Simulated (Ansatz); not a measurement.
# BO+ (quintet): from Hartree-Fock to the top rungs, def2-QZVPP

One table from this session's results is given with a row withheld; the runs are named, their logs left out.

The runs use Ansatz 0.2.0, Gaussian basis; def2-QZVPP, core rule «outside noble gas», up to 2 orbitals frozen.

The runs, in order: UHF; ROHF; CCSD(T) on UHF.

### What is computed

The geometry is a PBE0/def2-TZVP stationary point (not a proven minimum) of the parent state, kept for this charge and spin.

2 atoms, charge 1, spin multiplicity 5.

Atoms are counted from 1 here; the program's logs count them from 0.

Bond lengths: B1–O2 1.403 Å.

Set-up of the first run:

Contents of in.yaml:

```yaml
crystal:
  periodic: [false, false, false]
  atoms:
    - {symbol: B, position_ang: [0.000000, 0.000000, 0.000000]}
    - {symbol: O, position_ang: [0.000000, 0.000000, 1.403204]}
basis:
  gaussian: {orbitals: "def2-QZVPP.json"}
total_charge: 1
magnetization: {spin_polarized: true, initial_magnetization: 4}
hamiltonian: {xc: hf}
output: {orbitals: {seedname: orbitals}}
```

Launch:

```sh
ansatz run in.yaml --threads 1 --pin off --events-out ev --progress --plain --max-ram 2393MiB
```

Among the steps run: UHF; ROHF; CCSD(T) on UHF.

One of the session's tables, all rows but one given; the rest of the session is left out.

```
  method  from UCCSD(T) (meV)
    ROHF              +5510.5
     UHF              +5306.5
    UMP2                    ?
   UCCSD               +124.4
UCCSD(T)                    0
```

Estimate the missing values for UMP2.

As computed: from UCCSD(T) (meV): +664.9. In the column «from UCCSD(T) (meV)» it lies between UCCSD (+124.4) and UHF (+5306.5).
